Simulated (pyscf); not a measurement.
## Substitution at C: H₃C–CH₂–SiH₃ + CH₃• → H₃C–CH₂–CH₃ + SiH₃•

Gas phase, doublet surface, charge 0. Bonds broken: C2–Si3. Bonds formed: C2–C12. Optimised with ωB97X-D3(BJ)/def2-SVP in PySCF.

Transition state (Å):

```xyz
15

C     -0.2096     1.1999     0.0461
C     -0.0560    -0.3023     0.3198
Si    -2.1765    -0.6630     1.0085
H     -0.9621     1.3830    -0.7365
H     -0.5396     1.7383     0.9483
H      0.7308     1.6657    -0.2874
H     -0.2761    -1.0372    -0.4609
H      0.2389    -0.6604     1.3112
H     -2.5065     0.1229     2.2409
H     -2.2869    -2.1205     1.3302
H     -3.1764    -0.3343    -0.0580
C      1.8548    -0.5397    -0.1901
H      2.4247     0.1168     0.4807
H      2.0855    -1.6027    -0.0413
H      1.9208    -0.2339    -1.2426
```

One imaginary mode, 1149i cm⁻¹; descent along it reached the two sides named.

```tsv
bond	change	reactant side (Å)	saddle	product side
C2–Si3	breaks	1.885	2.258	3.7
C2–C12	forms	3.6	1.992	1.528
```

Electronic energies relative to the separated reactants (kJ/mol):

| level | barrier | reaction energy | reverse barrier |
|---|---|---|---|
| ωB97X-D3(BJ)/def2-TZVP | 183.6 | -22.7 | 206.3 |
| PBE/def2-TZVP | 139.2 | -42.3 | 181.6 |
| r²SCAN/def2-TZVP | 162.2 | -26.6 | 188.8 |
| B3LYP-D3(BJ)/def2-TZVP | 166.3 | -28.1 | 194.4 |
| PBE0-D3(BJ)/def2-TZVP | 160.4 | -35.5 | 195.8 |
| M06-2X/def2-TZVP | 170.4 | -38.4 | 208.7 |
| ωB97M-D3(BJ)/def2-TZVP | 179.4 | -27.2 | 206.6 |
| HF/def2-TZVP | 272.6 | -10.2 | 282.8 |

With ωB97M-D3(BJ)/def2-TZVP energies and thermal terms (ideal gas, 1 atm, RRHO with modes under 100 cm⁻¹ raised to 100, one conformer, R ln 2 for chiral ones without a mode under 150 cm⁻¹), in kJ/mol:

```csv
T (K),ΔH‡,ΔG‡,ΔH,ΔG
298,184.1,222.6,-16.1,-13.9
600,185.1,261.3,-20.1,-9.9
900,187.1,299.0,-22.6,-4.3
1200,189.4,336.0,-24.0,+2.1
```

The same reactants have a lower exit, to H₃C–CH₂–SiH₂• + CH₄ (barrier +35.1 kJ/mol at ωB97M-D3(BJ)/def2-TZVP, against +179.4 kJ/mol here). H₃C–CH₂–SiH₃ lies 53.6 kJ/mol over its isomer H₃C–SiH₂–CH₃ (electronic energy, ωB97M-D3(BJ)/def2-TZVP). One saddle was located; it need not be the lowest between these sides. The angle at the attacked C is 164°.
